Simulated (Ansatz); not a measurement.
The first iterations of a band of CH5BO + H2 (10 atoms, charge 0, multiplicity 1).

These are results of RKS B3LYP-D4/def2-SVP in Ansatz, not measurements.

```
movable images  : 5
climbing image  : yes
spring          : 5.0 eV/Å²
optimiser       : quadratic models (default)
start path      : through a guess of the saddle point
force threshold : 0.5 eV/Å
iteration limit : 60
end points      : relaxed
```

Initial state:

```xyz
10
Properties=species:S:1:pos:R:3
B 0.255 0.248 0.298
C 0.154 0.414 1.853
H -0.727 -0.122 2.249
H 1.053 0.075 2.390
H -0.016 1.479 2.097
O 1.425 -0.154 -0.257
H 1.391 -0.213 -1.219
H -0.691 0.489 -0.429
H -0.789 -3.038 0.462
H -0.694 -2.703 1.138
```

Final state:

```xyz
10
Properties=species:S:1:pos:R:3
B -0.137 -0.728 -0.928
C 0.008 -0.094 2.617
H -0.719 0.592 3.075
H 0.740 -0.413 3.374
H 0.526 0.419 1.793
O 0.903 0.132 -0.956
H 1.756 -0.287 -0.778
H -1.230 -0.262 -1.136
H 0.034 -1.906 -0.704
H -0.520 -0.977 2.226
```

| iteration | highest image above the first end (eV) | largest band force component (eV/Å) |
| --- | --- | --- |
| 1 | 4.178 | 17.274 |
| 2 | 2.556 | 3.027 |

**Question.** Does the band converge within its limit, and where does its top end?

**Answer.** It converged. It ended after 5 iterations with the highest image 1.844 eV above the first end. The threshold of 0.5 eV/Å is loose, so the images may lie well off the minimum-energy path. Neighbouring images differ by up to 1.7 eV, so the band resolves the path poorly. The order of the stationary point at the top wasn't checked. The orbitals stay closed-shell, which can raise the energy where a bond breaks towards radicals; this wasn't checked here.

The run took 72 s on 1 thread of Arm Neoverse V1 (shared host), peak memory 0.13 GiB.
